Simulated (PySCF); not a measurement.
**CH4OSi**

The system: CH4OSi, a carbene (divalent C1, bonded to 1 O + 1 Si); neutral, singlet. The structure, one conformer, was relaxed in the gas phase by PBE0-D3(BJ)/def2-SVP. No frequency run checks that it is a minimum.

The lowest triplet lies only 0.71 eV up at this geometry (Tamm-Dancoff CAM-B3LYP/def2-SVPD) and falls further when it relaxes, so it may lie near or below this singlet. Shieldings at and next to the centre that carries it rest on this small gap and are unreliable.

SMILES: O[C][SiH3]

Coordinates in Å:
```
C1      0.933    0.113   -0.531
Si2    -0.931    0.032   -0.069
O3      1.705   -0.167    0.477
H4     -1.522   -0.959   -1.021
H5     -1.468    1.388   -0.401
H6     -1.319   -0.330    1.336
H7      2.633   -0.111    0.187
```

Shieldings: GIAO PBE0/pcSseg-2. Shifts are against computed references at the same level: C TMS (σ 184.1 ppm), H TMS (σ 31.24 ppm), Si TMS (σ 341.3 ppm). Core levels by delta-SCF with SCAN, pcX-2 on the ionised atom and pcseg-1 elsewhere, spin-free X2C (2p3/2 is the spin-free 2p value less a third of a first-order spin-orbit splitting); from the vacuum level, for chosen atoms.

Task: Give the NMR and core-level values of the distinct atoms.

Result: 
```tsv
atoms	bonded to	σ (ppm)	δ (ppm)	core level (eV)
C1	1 O + 1 Si	-645.1	829.3	1s 292.34
Si2	1 C + 3 H	424.6	-83.4	2p3/2 106.60
O3	1 C + 1 H	-415.0	-	1s 540.97
H4 H5 H6	1 Si	26.44	4.81	-
H7	1 O	11.96	19.29	-
```

Values are those of this one static structure, with the three H of a rotating XH3 group averaged; atoms that internal rotation interchanges would show their mean in an NMR spectrum.

The core-hole state of C1 is spin-contaminated (⟨S²⟩ 0.82 against 0.75 for a pure doublet), so that value and differences from it are less sure.

Task: By CAM-B3LYP/def2-SVPD (TDDFT singlets, Tamm-Dancoff triplets, ionisation by delta-SCF), where does absorption start, and what does vertical ionisation take?

Result: The first singlet with intensity lies at 4.67 eV (f 0.015); what lies below it is dark. The lowest singlet lies at 1.81 eV (f 0.001), the strongest of the first 6 at 6.49 eV (f 0.091), the lowest triplet at 0.71 eV; vertical ionisation takes 8.31 eV.

The 3 runs behind this took 30 s in all, one thread each of Intel Xeon 6975P-C on a shared host, launched as `OMP_NUM_THREADS=1 python cluster_run.py task.json out`.
